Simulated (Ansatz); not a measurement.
# HAl–CH⁺, singlet: the ladder up to full CI

Geometry: that of the HAl–CH, doublet, kept fixed. The triplet lies 1.1 eV lower here.

```xyz
4

Al    0.0000   -0.1078    0.5675
C     0.0000    0.1965   -1.2432
H     0.0000    0.8566    1.8248
H     0.0000   -0.3133   -2.2039
```

Basis 6-31G; Ansatz 0.2.0. Only valence electrons are correlated (noble-gas cores frozen), which leaves 8 electrons in 20 orbitals. Prefix R: restricted or restricted open-shell reference; prefix U: unrestricted. Active spaces: valence = (8e, 10o) chosen from the atoms' valence shells.

Full CI is exact within this basis and frozen core; it isn't the basis-set limit. The frozen core follows each run's orbitals, which can shift R against U totals by a few meV.

```
UHF ⟨S²⟩                          : 0.975
T1 diagnostic (RCCSD)             : 0.0316
largest doubles amplitude (RCCSD) : 0.142
```

| level | E − E(full CI) (mEh) | share of correlation (%) | wall time |
| --- | --- | --- | --- |
| RHF | 130.30 | 0.00 | – |
| UHF† | 93.61 | – | – |
| RMP2 | 36.18 | 72.24 | – |
| UMP2† | 12.52 | – | – |
| CISD | 14.03 | 89.24 | 0.49 s |
| RCCSD | 6.00 | 95.40 | – |
| UCCSD*† | -23.73 | – | – |
| RCCSD(T) | 1.91 | 98.53 | 0.39 s |
| UCCSD(T)*† | -31.99 | – | 3.2 s |
| BCCD(T) | 2.10 | 98.39 | 0.48 s |
| RCCSDT | 0.60 | 99.54 | – |
| UCCSDT*† | -38.08 | – | – |
| RCCSDT(Q) | 0.11 | 99.91 | 0.94 s |
| UCCSDT(Q)*† | -38.98 | – | 5.5 s |
| RCCSDTQ | 0.03 | 99.98 | 11 s |
| UCCSDTQ*† | -38.69 | – | 23 s (H100) |
| CASSCF (valence space) | 22.36 | 82.84 | – |
| NEVPT2 (valence space) | 6.62 | 94.92 | 4 s |
| MRCISD (valence space) | 0.93 | 99.28 | – |
| MRCISD+Q (valence space) | 0.64 | 99.51 | 10 s (H100) |

An asterisk marks runs whose energy the program itself flagged as in doubt. A dagger marks rows that describe another state than the reference (another or a broken symmetry, a higher spin or other natural occupations), so the difference isn't the method's error.

The correlation energy at full CI, counted from RHF, is -3.546 eV. That run took 12 s on 2 threads of AMD EPYC 7R13 with a shared H100 80 GB, shared host over 11,765,097 determinants.

Times hold each run's SCF and search for its determinant on a shared host, so for small cases they say little of a method's own cost; rows without a card ran on 1 thread of AMD EPYC 7R13.

Unrestricted levels hold only the spin's projection, and here they fall towards a lower state of higher spin.

The full-CI state has the irrep A' of Cs, in the program's axes.

Natural occupations of full CI about the gap: 1.970 1.963 1.947 1.759 0.159 0.101 0.032 0.021 0.019 0.010; effectively unpaired electrons, Σ n²(2−n)², 0.33.
